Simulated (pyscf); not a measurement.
`[SiH3][Se][SeH]` + `[H][H]` → `[SiH3][SeH]` + `[SeH2]`, a four-centre exchange (singlet surface; Se–Se, H–H broken, H–Se, H–Se formed). Optimised with ωB97X-D3(BJ)/def2-SVP in PySCF. Energies in eV from the separated reactants.

AM1 to PM7: differences of heats of formation from MOPAC, which are fitted to 298 K values and so differ in kind from electronic energies by zero-point and thermal terms. 

Task: In single points PM3 puts the saddle at 1.97 eV and the reaction energy at +1.59 eV. Should these be trusted to within a few kcal/mol? Compare with ωB97M-D3(BJ)/def2-TZVP.

Result: ωB97M-D3(BJ)/def2-TZVP gives ΔE‡ = 3.15 eV and ΔE = -0.21 eV. PM3 lies 1.18 eV under it in the barrier and 1.80 eV over it in the reaction energy, so on this step it does not hold to within 0.13 eV. ωB97M-D3(BJ)/def2-TZVP has limits of its own. The same reactants have a lower exit, to H₃Si–Se• + SeH• + H₂ (no saddle counted: cutting one bond costs +2.30 eV at ωB97M-D3(BJ)/def2-TZVP, against +3.15 eV here). H₃Si–Se–SeH lies 0.64 eV over its isomer HSe–SiH₂–SeH (electronic energy, ωB97M-D3(BJ)/def2-TZVP). This is the saddle that the search found; another between the same sides may lie lower. One closed-shell reference is unstable to symmetry breaking; treat the single-reference values with care. In the def2 sets elements up to Kr have no core potential.
